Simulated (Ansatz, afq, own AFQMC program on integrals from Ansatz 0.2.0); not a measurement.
# Atomization energy of Ge$_{2}$, triplet, worked out

```yaml
atoms:
  - { symbol: Ge, position_ang: [0.0000, 0.0000, 0.0000] }
  - { symbol: Ge, position_ang: [0.0000, 0.0000, 2.3831] }
```

Basis cc-pVDZ. Only valence electrons are correlated. Ansatz 0.2.0 and our own AFQMC program on the same integrals; the CISD trial comes from CCSD amplitudes, and released means the phaseless constraint is let go. ± is one standard error of the sampling. No spin–orbit coupling.

Total energies in eV. CBS is CCSD(T) at the limit of def2-TZVPP/QZVPP (extrapolated itself); the highest rung of each member is named.

Cautions: inner d shell frozen; no relativity below Rb; no spin-orbit coupling; Ge₂ (triplet): lower spins were not checked, its ph-AFQMC/CISD value lies 32 ± 9 meV above CCSDT(Q).

| member | count | CCSD(T)/cc-pVDZ | highest rung in cc-pVDZ | which | CCSD(T)/CBS |
| --- | --- | --- | --- | --- | --- |
| Ge (triplet) | +2 | -56473.1139 | -56473.1222 | FCI | -56475.5964 |
| Ge₂, triplet | -1 | -112948.5439 | -112948.5947 | CCSDT(Q) | -112954.0073 |

**Question.** Work out the best estimate of the atomization energy: the CCSD(T)/CBS difference plus the step from CCSD(T) to the highest rung.

**Answer.** Sums with the counts: CCSD(T)/CBS 2.8145 eV, highest rung 2.3503 eV, CCSD(T)/cc-pVDZ 2.3161 eV. The step is 2.3503 − 2.3161 = 0.0342 eV, so the best estimate is 2.8145 + (0.0342) = 2.8487 eV. The basis set is worth 0.498 eV of it. Zero-point, core-correlation and spin–orbit terms aren't in it. Past Ne the Hartree–Fock part of each CBS total tends to overshoot, since the cores don't follow the formula; that largely cancels in the difference.

Best estimates are given only where the step beyond CCSD(T) is under 0.3 eV and no member's determinant is very poor (T1 over 0.05, or 0.07 for open shells, ⟨S²⟩ too high by 0.3, two states mixed), so the hardest cases are missing from such tables.

CCSDT and higher add their correlation energy to the determinant of the CCSD(T) run, since their own runs factorise the integrals more tightly (a shift of under 2 meV). Each member of a difference takes its own highest rung, so a best estimate needn't equal the limit plus the step of one row.
